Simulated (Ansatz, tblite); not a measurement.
# The cluster Ba2O: one state, many levels

Aim: run the singlet of the cluster Ba2O at one geometry on many levels, and compare frontier levels, spin and run time.

Program: Ansatz 0.2.0, Gaussian basis. Level of theory: as each input shows. These are calculated values, not measurements.

The runs, in order: GFN1-xTB, GFN2-xTB, PBE-D4/def2-TZVP, r2SCAN-D4/def2-TZVP, PBE-QIDH/def2-TZVP, HF/def2-TZVP, B97M-V/def2-TZVP, ωB97M-V/def2-TZVP, LDA/def2-TZVP, PBE+5HF/def2-TZVP, PBE+10HF/def2-TZVP, PBE+15HF/def2-TZVP, PBE+35HF/def2-TZVP, PBE+50HF/def2-TZVP, PBE-D4/def2-SVP, PBE0-D4/def2-SVP, PBE0-D4/def2-TZVPD, PBE-D4/def2-TZVPD, r2SCAN-D4/def2-TZVPD, CCSD(T)/def2-TZVPP, MP2/def2-TZVP, RPA/def2-TZVP, CCSD(T)/def2-TZVPD.

**1. The geometry**

The singlet was relaxed beforehand with PBE0-D4/def2-TZVP. At that level it is the lowest of the isomers that a small search found.

3 atoms, charge 0, spin multiplicity 1.

Bond lengths: Ba1–O3 2.165 Å, Ba2–O3 2.165 Å. Angles: Ba1–O3–Ba2 131.6°.

Ba takes a core potential in the def2 sets. No spin-orbit coupling is included.

PBE0-D4/def2-TZVP was run before; its log isn't repeated, and its numbers join the tables.

**2. GFN1-xTB**

Tight binding, by tblite at 300 K electronic temperature and without a spin-polarisation term:

```python
tblite.interface.Calculator('GFN1-xTB', numbers, positions, charge=0, uhf=0).singlepoint()
```

Energy -157.1347 eV, HOMO -7.82 eV, LUMO -7.50 eV; 0.003 s.

**3. GFN2-xTB**

Tight binding, by tblite at 300 K electronic temperature and without a spin-polarisation term:

```python
tblite.interface.Calculator('GFN2-xTB', numbers, positions, charge=0, uhf=0).singlepoint()
```

Energy -136.8353 eV, HOMO -7.73 eV, LUMO -6.87 eV; 0.003 s.

**4. PBE-D4/def2-TZVP**

start.molden holds the orbitals of an earlier run on this state, given as this run's starting guess.

Contents of in.yaml:

```yaml
crystal:
  periodic: [false, false, false]
  atoms:
    - {symbol: Ba, position_ang: [-0.250869, -1.974688, 0.159026]}
    - {symbol: Ba, position_ang: [0.535979, 1.890936, 0.353153]}
    - {symbol: O, position_ang: [-0.285110, 0.083752, -0.512180]}
basis:
  gaussian: {orbitals: def2-TZVP, initial_orbitals: start.molden}
hamiltonian: {xc: pbe, dispersion: d4}
scf: {omitted_lower_state_checks: [starts]}
output: {orbitals: {seedname: orbitals}}
```

The run is started by

```bash
> ansatz run in.yaml --threads 4 --pin off --events-out ev --progress --plain --max-ram 3916MiB
```

Further steps of the session: r2SCAN-D4/def2-TZVP; PBE-QIDH/def2-TZVP; HF/def2-TZVP; B97M-V/def2-TZVP; ωB97M-V/def2-TZVP; LDA/def2-TZVP; PBE+5HF/def2-TZVP; PBE+10HF/def2-TZVP; PBE+15HF/def2-TZVP; PBE+35HF/def2-TZVP; PBE+50HF/def2-TZVP; PBE-D4/def2-SVP; PBE0-D4/def2-SVP; PBE0-D4/def2-TZVPD; PBE-D4/def2-TZVPD; r2SCAN-D4/def2-TZVPD; CCSD(T)/def2-TZVPP; MP2/def2-TZVP; RPA/def2-TZVP; CCSD(T)/def2-TZVPD.

Before running them: what should the planned runs give, taken together? Wanted: gap in def2-TZVP, named functionals and Hartree-Fock, smallest and largest; gap over the share of exact exchange; correlation energy, CCSD(T)/def2-TZVPP; correlation energy, MP2/def2-TZVP; correlation energy, CCSD(T)/def2-TZVPD; binding an atom, functionals in def2-TZVP; PBE0 total energy, smallest basis above largest.

As calculated:

```
                                                                  quantity                                value
gap in def2-TZVP, named functionals and Hartree-Fock, smallest and largest  0.58 eV (B97M-V), 3.12 eV (ωB97M-V)
                                      gap over the share of exact exchange         0.63 eV at 0, 1.95 eV at 0.5
                                    correlation energy, CCSD(T)/def2-TZVPP                            -17.47 eV
                                         correlation energy, MP2/def2-TZVP                            -16.35 eV
                                    correlation energy, CCSD(T)/def2-TZVPD                            -17.77 eV
                                 binding an atom, functionals in def2-TZVP      2.65 (ωB97M-V) to 3.39 eV (LDA)
                           PBE0 total energy, smallest basis above largest       4.09 eV (def2-SVP, def2-TZVPD)
```

What this shows: Orbital gaps of the named functionals and Hartree-Fock in def2-TZVP span 0.58 eV (B97M-V) to 3.12 eV (ωB97M-V); exact exchange widens it. Raising the share of exact exchange from 0 to 0.5 moves the HOMO by -0.61 eV and the LUMO by +0.71 eV. Notes on CCSD(T)/def2-TZVPP: large T1 diagnostic.
